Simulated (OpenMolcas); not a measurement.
# [HS2O2]− (SMILES O=[SH](=O)[S-]) at MP2/ANO-L-VDZP

What is the energy difference between two shapes of [HS2O2]− at MP2/ANO-L-VDZP? 

The results are computed with OpenMolcas 26.06.

4 further runs of the same task are left out: 1 that didn't finish, 3 set aside as unsound or not needed.

## Step 1: Starting point

[HS2O2]−: 5 atoms, total charge -1, spin state singlet. SMILES: `O=[SH](=O)[S-]`. Geometry: relaxed at GFN2-xTB.

Bond lengths: O1–S2 1.454 Å, S2–O3 1.454 Å, S2–S4 1.952 Å, S2–H5 1.445 Å. Angles: O1–S2–O3 115.7°, O1–S2–S4 114.7°, O3–S2–S4 114.7°, O1–S2–H5 102.7°, O3–S2–H5 102.7°, S4–S2–H5 103.8°.

## Step 2: Energy and gradient at MP2/ANO-L-VDZP

job.inp

```
>>> EXPORT MOLCAS_PRINT=2

&GATEWAY
 COORD
 5
 angstrom
 O        0.161440      -1.047240       1.089440
 S        0.051440      -0.105630      -0.013650
 O        0.847130      -0.418480      -1.190170
 S       -1.765530       0.499090      -0.393970
 H        0.705520       1.072270       0.508360
 BASIS = ANO-L-VDZP
 GROUP = NoSym

&SEWARD

&SCF
 CHARGE = -1
 PRORBITALS = 1 1

&MBPT2
 FROZEN = 12
 GRDT

&ALASKA
```

Started as:

```
export MOLCAS_MEM=1860
pymolcas job.inp > job.log
```

Output:

```text
--- Start Module: gateway ---
[...]
--- Stop Module: gateway /rc=_RC_ALL_IS_WELL_ ---
[...]
      Basis functions           69
[...]
       Convergence after  16 Iterations
[...]
::    Total SCF energy                               -945.4436601014
[...]
      Total spin, S                                     0.0000000000
[...]
      Total electronic charge=   50.000000
      Total            charge=   -1.000000
[...]
--- Start Module: mbpt2 ---
[...]
WARNING!
Default frozen orbitals as non valence orbitals is overwritten by user input.
Default values:  12
[...]
       Reference weight ( Cref**2 )         =        0.80006
::    Total MBPT2 energy                             -946.1146358820
[...]
      Dipole Moment (debye):
      Origin of the operator (angstrom)=   -0.3916   -0.1009   -0.1458
                   X=  7.0397E-01               Y=  1.4428E+00               Z=  6.0924E-01           Total=  1.7171E+00
      Center of Charge (angstrom)
[...]
      Total MBPT2 calculations                           2.09      2.52
--- Stop Module: mbpt2 /rc=_RC_ALL_IS_WELL_ ---
[...]
--- Start Module: alaska ---
[...]
 *              Molecular gradients               *
 **************************************************
  Irreducible representation: a
 ------------------------------------------------------------------------------------------
                              X                       Y                       Z
 ------------------------------------------------------------------------------------------
  O1                8.41106135291092E-04    2.77931597749692E-02   -3.15320814298694E-02
  S2               -7.95426358867246E-03   -5.09854102091030E-02   -1.65758124904434E-02
  O3               -1.96257462800773E-02    9.16169427195435E-03    3.61931355525051E-02
  S4                1.29770162190255E-02   -3.99892694164272E-03    2.77485304224445E-03
  H5                1.37618875143266E-02    1.80294831038674E-02    9.13990532565512E-03
 ------------------------------------------------------------------------------------------
--- Stop Module: alaska /rc=_RC_ALL_IS_WELL_ ---
[...]
```

It took 56 s on 1 thread of Intel Xeon Platinum 8259CL at 2.50GHz (Skylake/Cascade Lake), shared host; peak memory 0.41 GiB.

## Step 3: The distorted shape

job.input

```
&GATEWAY
COORD
5
angstrom
O        0.136876      -1.040655       1.114366
S        0.024740      -0.110541      -0.006061
O        0.828123      -0.429247      -1.159302
S       -1.765512       0.517794      -0.380296
H        0.731751       1.096431       0.546499
BASIS=ANO-L-VDZP
GROUP=NoSym
&SEWARD
&SCF
CHARGE=-1
PRORBITALS=1 1
&MBPT2
FROZEN=12
GRDT
&ALASKA
```

Started as:

```
export MOLCAS_MEM=1860
pymolcas job.input > job.log
```

Output:

```text
--- Start Module: gateway ---
[...]
--- Stop Module: gateway /rc=_RC_ALL_IS_WELL_ ---
[...]
      Basis functions           69
[...]
       Convergence after  17 Iterations
[...]
::    Total SCF energy                               -945.4368437592
[...]
      Total spin, S                                     0.0000000000
[...]
      Total electronic charge=   50.000000
      Total            charge=   -1.000000
[...]
--- Start Module: mbpt2 ---
[...]
WARNING!
Default frozen orbitals as non valence orbitals is overwritten by user input.
Default values:  12
[...]
       Reference weight ( Cref**2 )         =        0.79939
::    Total MBPT2 energy                             -946.1091295538
[...]
      Dipole Moment (debye):
      Origin of the operator (angstrom)=   -0.4073   -0.0968   -0.1292
                   X=  4.5087E-01               Y=  1.3216E+00               Z=  3.6168E-01           Total=  1.4425E+00
      Center of Charge (angstrom)
[...]
      Total MBPT2 calculations                           2.13      2.54
--- Stop Module: mbpt2 /rc=_RC_ALL_IS_WELL_ ---
[...]
--- Start Module: alaska ---
[...]
 *              Molecular gradients               *
 **************************************************
  Irreducible representation: a
 ------------------------------------------------------------------------------------------
                              X                       Y                       Z
 ------------------------------------------------------------------------------------------
  O1                3.64676223232419E-03    2.45509807497086E-02   -2.57332759151545E-02
  S2               -1.79435443472604E-02   -6.03239548776493E-02   -4.53870211410474E-02
  O3               -2.74775755210470E-02    1.40646612289750E-02    5.12628708623453E-02
  S4                2.05822309084667E-02   -5.79671483064992E-03    5.02791451357076E-03
  H5                2.11921267275899E-02    2.75050277298119E-02    1.48295116804502E-02
 ------------------------------------------------------------------------------------------
--- Stop Module: alaska /rc=_RC_ALL_IS_WELL_ ---
[...]
```

It took 54 s on 1 thread of Intel Xeon Platinum 8259CL at 2.50GHz (Skylake/Cascade Lake), shared host; peak memory 0.41 GiB.

## Step 4: Results

At MP2/ANO-L-VDZP, 12 core orbitals frozen:

```
                                                              quantity          value
                                             first shape: total energy  -946.11464 Eh
                      first shape: HOMO energy (Hartree–Fock orbitals)       -4.76 eV
                      first shape: LUMO energy (Hartree–Fock orbitals)        6.89 eV
    first shape: HOMO–LUMO gap (to an unbound level, set by the basis)       11.65 eV
             first shape: correlation energy (12 core orbitals frozen)     -671.0 mEh
                                 first shape: largest force on an atom     2.787 eV/Å
                                         distorted shape: total energy  -946.10913 Eh
                  distorted shape: HOMO energy (Hartree–Fock orbitals)       -4.84 eV
                  distorted shape: LUMO energy (Hartree–Fock orbitals)        6.85 eV
distorted shape: HOMO–LUMO gap (to an unbound level, set by the basis)       11.69 eV
         distorted shape: correlation energy (12 core orbitals frozen)     -672.3 mEh
                             distorted shape: largest force on an atom     3.990 eV/Å
                                energy change with the atoms displaced       0.150 eV
```

What this shows: With the atoms displaced the energy rises by 0.15 eV (3.5 kcal/mol). The first shape isn't relaxed at this level, so the change isn't measured from a minimum. The largest force (first shape) is 2.79 eV/Å: the shape isn't a stationary point for this species at this level.
